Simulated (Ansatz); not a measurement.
# Structure relaxation of CoAu

Computed with DFT PBE, scalar-relativistic, plane waves, PAW (Ansatz 0.2.0). Cutoff 420 eV, Γ-centred k mesh, Gaussian smearing, collinear spin, first started from parallel moments.

CoAu was placed on the zinc blende structure type (F-43m, No. 216), with Co in place of Zn, Au in place of S, at a guessed volume.

```
Co Au
1.0
     0.00000    2.51390    2.51390
     2.51390    0.00000    2.51390
     2.51390    2.51390    0.00000
Co Au
1 1
Direct
  0.00000 0.00000 0.00000
  0.75000 0.75000 0.75000
```

Cell and atoms relax at zero pressure; the relaxation can't lower the symmetry of the start. After a coarse first stage the cell is made exact in the group found at 0.06 Å.

Formation energies are uncorrected and refer to the elements' standard structures at the same level.

Task: Describe the relaxed structure.

Result: It keeps F-43m (No. 216). The result has the zinc blende structure. Conventional cell: a = 5.630 Å. Co is coordinated by 4 Au at 2.44 Å; around Au lie 4 Co at 2.44 Å.

```
Co Au
1.0
     0.00000    2.81518    2.81518
     2.81518    0.00000    2.81518
     2.81518    2.81518    0.00000
Co Au
1 1
Direct
  0.00000 0.00000 0.00000
  0.75000 0.75000 0.75000
```

Task: What are its volume, energy, gap and moment?

Result: The volume per atom is 22.31 Å³ and the density is 9.52 g/cm³. The energy over the elements is 1.12 eV/atom, the gap on the 18×18×18 mesh is 0 eV (a metal) and the net moment per atom is 1.10 μB. The largest site moment is 2.02 μB.

The final run used a 18×18×18 mesh on its 2-atom cell and 0.10 eV smearing. The k mesh leaves about 4 meV/atom of noise in metals. Spin–orbit coupling is left out. Symmetry constrained the relaxation, so the result can be a saddle point. The steps took roughly 5 core-minutes in all.